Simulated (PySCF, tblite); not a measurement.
# A complex of formaldehyde and 2 × water

A gas-phase complex of formaldehyde and 2 × water; neutral, singlet. The structure comes from a short search (6 tight-binding starts) and was relaxed by PBE0-D3(BJ)/def2-SVPD; another way of binding may lie lower. No frequency run checks that it is a minimum.

| part | name | SMILES | atoms | charge | multiplicity |
| --- | --- | --- | --- | --- | --- |
| 1 | formaldehyde | C=O | 1–4 | 0 | 1 |
| 2 | water | O | 5–7 | 0 | 1 |
| 3 | water | O | 8–10 | 0 | 1 |

Coordinates in Å:
```
C1      0.104   -0.163   -1.012
O2      0.769   -0.014   -2.010
H3     -0.541   -1.056   -0.869
H4      0.122    0.604   -0.205
O5     -1.214   -3.047   -1.629
H6     -1.977   -3.559   -1.904
H7     -0.675   -2.914   -2.433
O8      0.467   -2.232   -3.665
H9      0.658   -1.387   -3.215
H10     1.317   -2.667   -3.772
```

| contact | kind (by geometry) | distance (Å) | angle (°) |
| --- | --- | --- | --- |
| H7···O8 | hydrogen bond | 1.813 | 163 |
| H9···O2 | hydrogen bond | 1.829 | 165 |
| H3···O5 | C–H hydrogen bond | 2.235 | 148 |

Interaction energies are complex less parts, with the parts frozen as they stand in it; counterpoise-corrected, in kcal/mol (PySCF).

(1) Give the interaction energy at each level run.

(2) What holds them together? Decompose the wB97M-D3(BJ)/def2-TZVPD energy: frozen parts, their antisymmetrised product, then relaxation.

The parts were also relaxed and run alone, at the levels used for the complex: shieldings by PBE0/pcSseg-2.

(3) How do these values change when the complex forms?

Answers

(1) 
```tsv
level	interaction	superposition error removed
wB97M-D3(BJ)/def2-TZVPD	-14.05	-0.21
PBE0-D3(BJ)/def2-TZVPD	-14.94	-0.19
```

(2) electrostatic -25.7, Pauli repulsion +26.0, orbital relaxation -12.3, dispersion correction -2.3 kcal/mol, which sum to the value before the counterpoise correction; the Pauli term holds the exchange-correlation of the frozen density too. Of the attraction, 64 % is electrostatic, 31 % is orbital relaxation, 6 % is dispersion correction.

(3) 
```csv
property,alone,in the complex,change
O5–H7 bond (Å),0.961,0.977,+0.016
shielding of H7 (ppm),30.85,25.69,-5.17
shielding of O8 (ppm),328.9,314.1,-14.8
shielding of H9 (ppm),30.85,25.40,-5.46
shielding of O2 (ppm),-448.9,-392.1,+56.8
```

The 3 runs behind this took 99 s in all, one thread each of Arm Neoverse V2 on a shared host, launched as `OMP_NUM_THREADS=1 python cluster_run.py task.json out`.
